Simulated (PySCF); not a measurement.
# Induced dipoles and field energies

C5H5F.
Cartesian coordinates in Å at the GFN2-xTB level; atoms count from 1:
```xyz
11
C5H5F angstrom
C      2.4308    0.8596    0.5095
C      1.5277    0.2176    0.0588
C      0.4110   -0.5472   -0.4656
C     -0.8071   -0.3468    0.3871
C     -1.9598    0.1142   -0.0585
F     -2.1559    0.4371   -1.3510
H      3.2324    1.4195    0.8888
H      0.6839   -1.6082   -0.4708
H      0.2075   -0.2329   -1.4922
H     -0.7154   -0.5830    1.4359
H     -2.8497    0.2727    0.5319
```

Level: CAM-B3LYP/def2-SVPD (PySCF); nuclei fixed, core orbitals frozen in the response. Permanent dipole (-0.100, -0.692, 1.138) D (1 au = 2.5417 D). Static polarisability (au):

```
x   76.82  4.03  7.96
y    4.03 48.68  1.86
z    7.96  1.86 50.13
```

Only the terms in μ and α are kept: μ(F) = μ + αF and ΔE = −μ·F − ½ F·αF.

Question: What do fields of 0.103 V/Å (0.002 au) along the six axis directions do?

Answer: 
```tsv
field along	induced x (D)	induced y (D)	induced z (D)	total size (D)	−μ·F (kJ/mol)	−½F·αF (kJ/mol)
+x	0.391	0.020	0.040	1.387	+0.207	-0.403
−x	-0.391	-0.020	-0.040	1.397	-0.207	-0.403
+y	0.020	0.247	0.009	1.233	+1.430	-0.256
−y	-0.020	-0.247	-0.009	1.473	-1.430	-0.256
+z	0.040	0.009	0.255	1.552	-2.351	-0.263
−z	-0.040	-0.009	-0.255	1.137	+2.351	-0.263
```

Question: For the field (-0.0002, 0.0008, 0.0008) au, what is the induced dipole, and what angle does it make with the field?

Answer: αF = (-0.015, 0.101, 0.102) D, at 4.2° to the field. The polarisability along this direction, F·αF/F², is 49.13 au, against a mean of 58.54 au.

Question: Which field along μ doubles the dipole in that direction (linear response)?

Answer: The polarisability along the dipole is 47.55 au, so F = 0.5255 au / 47.55 au = 0.0111 au = 0.57 V/Å; higher-order terms are ignored.

Question: What field makes μF equal to kT at 298 K?

Answer: kT = 0.9437 × 10⁻³ Eh, so F = 0.0018 au = 9.23 MV/cm.

Question: Induction energy −ᾱe²/2R⁴ of a unit charge at 11 Å, the molecule taken as a point?

Answer: R = 20.79 bohr, so the energy is −58.5/(2 × 20.79⁴) Eh = -0.412 kJ/mol. The charge–dipole term at its most favourable orientation, −μe/R², is -3.19 kJ/mol.

Geometry: GFN2-xTB, one conformer, isolated molecule.
